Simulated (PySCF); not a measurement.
C2H3F.
InChI=1S/C2H3F/c1-2-3/h2H,1H2

Computed with PBE0-D3(BJ)/def2-SVP geometry optimisation, gas phase in PySCF.

Take the most abundant isotopes and a rigid rotor. 

(1) What are A, B and C (cm⁻¹)?

(2) What kind of rotor is it?

(3) Is it planar, by Δ = Ic − Ia − Ib?

(4) List the rotational levels J(Ka,Kc) to J = 2 (MHz).

(5) Predict some low-J microwave lines.

(6) Estimate the classical rotational partition function at 50 K, 100 K and 200 K.

## Answers

(1) Ia = 7.66, Ib = 47.49, Ic = 55.15 u·Å²; 505379 MHz·u·Å²/I gives 65962, 10642 and 9164 MHz, that is A = 2.20026, B = 0.35499, C = 0.30567 cm⁻¹.

(2) A near-prolate asymmetric top: κ = (2 × 10642 − 65962 − 9164)/(65962 − 9164) = -0.95.

(3) Planar: Δ = Ic − Ia − Ib = 0.00 u·Å². For a rigid frame Δ = −2 Σ m c², so it vanishes when all atoms lie in the ab plane; here none is more than 0.01 Å from it.

(4) Above 0(0,0):
J = 1: 1(0,1) 19806, 1(1,1) 75126, 1(1,0) 76604
J = 2: 2(0,2) 59389, 2(1,2) 113259, 2(1,1) 117695, 2(2,1) 283655, 2(2,0) 283684

(5) The dipole components are |μa| = 1.02 D, |μb| = 0.73 D, |μc| = 0.00 D; the mirror of this Cs structure is the ab plane, so μc vanishes by symmetry and there are no c-type lines. Intensities carry the squares of the components, which stand as 1.00 : 0.51 (a : b). Some lines, for components of 0.1 D or more:

```
type  branch         J(Ka,Kc)     MHz  lower level (cm⁻¹)
   a       Q  4(2,2) ← 4(2,3)     438              14.086
   a       Q  3(1,2) ← 3(1,3)    8870               5.685
   a       R  1(0,1) ← 0(0,0)   19806               0.000
   a       Q  5(1,4) ← 5(1,5)   22167              11.403
   b       R  4(0,4) ← 3(1,3)   27181               5.685
   a       R  2(0,2) ← 1(0,1)   39583               0.661
   a       R  3(1,3) ← 2(1,2)   57182               3.778
   b       Q  4(1,3) ← 4(0,4)   63811               6.592
   b       Q  5(1,4) ← 5(0,5)   67957               9.876
   a       R  4(1,4) ← 3(1,3)   76210               5.685
   a       R  4(3,2) ← 3(3,1)   79281              20.794
   a       R  5(1,5) ← 4(1,4)   95210               8.227
   a       R  5(4,2) ← 4(4,1)   99095              36.526
   a       R  5(4,1) ← 4(4,0)   99095              36.526
   b       R  3(1,3) ← 2(0,2)  111053               1.981
   b       Q  4(2,2) ← 4(1,3)  161278               8.720
   b       Q  3(2,2) ← 3(1,3)  172631               5.685
   b       Q  4(2,3) ← 4(1,4)  175623               8.227
   b       R  3(3,1) ← 2(2,0)  339703               9.463
   b       R  3(3,0) ← 2(2,1)  339732               9.462
   b       Q  4(4,1) ← 4(3,2)  392361              23.438
   b       R  4(4,0) ← 3(3,1)  471643              20.794
   b       Q  5(5,1) ← 5(4,2)  504472              39.832
```

(6) Point group Cs, symmetry number σ = 1; q = (√π/σ)·√((kT/h)³/(ABC)), k/h = 20836.6 MHz/K: 743 at 50 K, 2100 at 100 K, 5950 at 200 K.

No frequency check. No vibrational averaging or centrifugal distortion is included, and the geometry carries the error of its method.
